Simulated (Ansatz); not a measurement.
How far a parabola holds: energy against volume of rock-salt RbBr

Rock-salt RbBr, treated with LDA (PAW; Ansatz, a first-principles code). Settings: plane-wave cutoff 520 eV, 8×8×8 k mesh, Fermi–Dirac smearing 0.01 eV, scalar-relativistic PAW data made under PBE. The cell has no free parameter but its volume, all volumes share cutoff and mesh, and the runs aren't spin-polarised. Energies are free energies at the run's smearing, counted from the lowest row; static lattice.

```
V (Å³/atom)  E (meV/atom)
-----------  ------------
35.474               4.21
36.213               1.13
36.953               0.00
37.692               0.59
38.431               2.71
39.170                  ?
```

The 5 complete rows are fitted with a parabola, E against V. With u = V - 37.0, the rows have u = -1.5260, -0.7870, -0.0470, 0.6920, 1.4310. Least squares gives E = -0.023 - 0.3283·u + 1.5842·u². Residuals (row less fit): 0.043, -0.087, 0.004, 0.082, -0.041; standard error 0.094 (degrees of freedom: 2). The fitted curve has its minimum at V = 37.1, where E = -0.04. Its curvature is d²E/dV² = 2 × 1.5842 meV/Å⁶, so B = V0·d²E/dV² × 0.1602 = 18.8 GPa.

Problem. Estimate the missing E (V = 39.170); what did the run itself give?

Solution. u = 2.1700, so E = -0.023 - 0.3283 × 2.1700 + 1.5842 × 2.1700² = 6.724 meV/atom. The calculation gives 6.18 meV/atom, 0.544 meV/atom below the prediction (8.8 % of the range of E in the table). The row lies outside the fitted rows, so this is an extrapolation. From the scatter of the fitted rows alone, a prediction at this place has a standard error of 0.223 meV/atom, so the miss is 2.4 times that.

The residuals are curvature that a parabola lacks, not noise. A solid that stiffens under compression and softens on expansion lies above the parabola at the compressed end and under it at the expanded end, as this row does. A third-order Birch-Murnaghan fit to the whole scan has B0 = 18.4 GPa. Only scans are tabulated whose curvature falls smoothly with volume, and where the parabola meets the shown rows within 5 % of their range and misses the end by 0.1 meV or more.

Measured, for comparison: bulk modulus 16 GPa (4 K, no zero-point or thermal correction; as tabulated in Doll and Stoll (1998), arXiv:cond-mat/9801031). Computed less measured: bulk modulus +15 %.
